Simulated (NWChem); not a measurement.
**UTPSSh/aug-cc-pVDZ (density fitting with ahlrichs coulomb fitting) run of BF2 (SMILES F[B]F)**

What is the vertical ionisation energy of BF2 at UTPSSh/aug-cc-pVDZ (density fitting with ahlrichs coulomb fitting)? 

The calculation is run with NWChem 7.3.0.

## (1) Starting point

BF2 has 3 atoms, charge 0, and is taken as a doublet. SMILES: `F[B]F`. The shape is that of a PBE0-D4/def2-TZVP optimisation.

Bond lengths: F1–B2 1.306 Å, B2–F3 1.306 Å. Angles: F1–B2–F3 121.1°.

## (2) A single-point energy at UTPSSh/aug-cc-pVDZ (density fitting with ahlrichs coulomb fitting)

Input file mol.nw:

```
start mol
title "BF2"
memory stack 880 mb heap 220 mb global 1100 mb
geometry units atomic noautosym nocenter noautoz
  F      0.96961847    -1.97344099     0.30235618
  B      0.52723359     0.45447913     0.34260735
  F     -1.51726111     1.39631863    -0.67009688
end
basis spherical bse
  F library aug-cc-pVDZ
  B library aug-cc-pVDZ
end
basis "cd basis" spherical
  F library "ahlrichs coulomb fitting"
  B library "ahlrichs coulomb fitting"
end
dft
  xc xctpssh
  mult 2
  grid fine
  convergence energy 1e-08
  iterations 100
  mulliken
  noprint "final vectors analysis"
end
task dft energy
```

Command:

```
$ nwchem mol.nw > mol.out
```

Standard output:

```text
[...]
          Wavefunction type:  spin polarized.
          No. of atoms     :     3
          No. of electrons :    23
[...]
          Charge           :     0
          Spin multiplicity:     2
[...]
          AO basis - number of functions:    69
[...]
              XC Information
              --------------
                  TPSS hybrid Method XC Functional
                     Hartree-Fock (Exact) Exchange  0.100
                  TPSS metaGGA Exchange Functional  0.900
             TPSS03 metaGGA Correlation Functional  1.000
[...]
 d= 0,ls=0.0,diis     1   -224.4992921763 -2.80D+02  1.09D-02  1.63D-01     1.0
[...]
 d= 0,ls=0.0,diis     8   -224.5871079996  4.54D-09  1.33D-06  3.59D-08     6.3
[...]
         Total DFT energy =     -224.587107999632
      One electron energy =     -420.822818284367
           Coulomb energy =      165.923246378910
    Exchange-Corr. energy =      -24.989820448405
 Nuclear repulsion energy =       55.302284354231
[...]
      Total Density - Mulliken Population Analysis
     ---------------------------------------------
    Atom       Charge   Shell Charges
 -----------   ------   -------------------------------------------------------
    1 F    9     9.21   2.01  0.91  0.96  0.07  3.35  1.81  0.09  0.00  0.01
    2 B    5     4.58   2.02  0.56  0.37  0.03  1.32  0.09 -0.00  0.20 -0.00
    3 F    9     9.21   2.01  0.91  0.96  0.07  3.35  1.81  0.09  0.00  0.01
[...]
      <S2> =      0.7519 (Exact =     0.7500)
[...]
```

Wall time 7.2 s (1 thread of Intel Xeon 6975P-C (Granite Rapids), shared host); peak memory 0.11 GiB.

## (3) The singlet cation at the same level

Input file bf2.nw:

```
start bf2
memory 2200 mb
charge 1

geometry noautosym nocenter noautoz
  F     0.513100   -1.044300    0.160000
  B     0.279000    0.240500    0.181300
  F    -0.802900    0.738900   -0.354600
end

basis "ao basis" spherical bse
  * library aug-cc-pVDZ
end

basis "cd basis" spherical
  * library "ahlrichs coulomb fitting"
end

dft
  xc xctpssh
  grid fine
  convergence energy 1e-08
  iterations 100
  mulliken
  noprint "final vectors analysis"
end

task dft energy
```

Command:

```
$ nwchem bf2.nw > bf2.out
```

Standard output:

```text
[...]
          Wavefunction type:  closed shell.
          No. of atoms     :     3
          No. of electrons :    22
[...]
          Charge           :     1
          Spin multiplicity:     1
[...]
          AO basis - number of functions:    69
[...]
              XC Information
              --------------
                  TPSS hybrid Method XC Functional
                     Hartree-Fock (Exact) Exchange  0.100
                  TPSS metaGGA Exchange Functional  0.900
             TPSS03 metaGGA Correlation Functional  1.000
[...]
 d= 0,ls=0.0,diis     1   -223.8650157891 -2.79D+02  4.36D-02  3.51D+00     0.9
[...]
 d= 0,ls=0.0,diis    10   -224.2046799616 -2.84D-10  3.23D-07  2.65D-09     5.8
         Total DFT energy =     -224.204679961593
      One electron energy =     -413.166500131821
           Coulomb energy =      158.255888919212
    Exchange-Corr. energy =      -24.596357052488
 Nuclear repulsion energy =       55.302288303504
[...]
      Total Density - Mulliken Population Analysis
     ---------------------------------------------
    Atom       Charge   Shell Charges
 -----------   ------   -------------------------------------------------------
    1 F    9     9.02   2.01  0.93  0.96  0.06  3.30  1.69  0.06  0.01  0.02
    2 B    5     3.97   2.02  0.50  0.06 -0.01  1.23 -0.03 -0.00  0.20  0.00
    3 F    9     9.02   2.01  0.93  0.96  0.06  3.30  1.69  0.06  0.01  0.02
[...]
```

Wall time 6.6 s (1 thread of Intel Xeon 6975P-C (Granite Rapids), shared host); peak memory 0.11 GiB.

## (4) Results

Level: UTPSSh/aug-cc-pVDZ (density fitting with ahlrichs coulomb fitting).

| quantity | value |
| --- | --- |
| doublet BF2: total energy | -224.58711 Eh |
| doublet BF2: dipole moment | 0.21 D |
| doublet BF2: ⟨S²⟩ | 0.752 |
| singlet cation: total energy | -224.20468 Eh |
| vertical ionisation energy (to the singlet cation) | 10.406 eV |

**Reading.** Removing an electron at fixed nuclei costs 10.41 eV (1004 kJ/mol). Only the singlet of the ionised species was computed; a triplet could lie lower. Mulliken charges (doublet BF2) run from -0.21 on F1 to +0.42 on B2; in a basis this large or diffuse they mean little. Mulliken charges (singlet cation) run from -0.02 on F1 to +1.03 on B2; in a basis this large or diffuse they mean little.
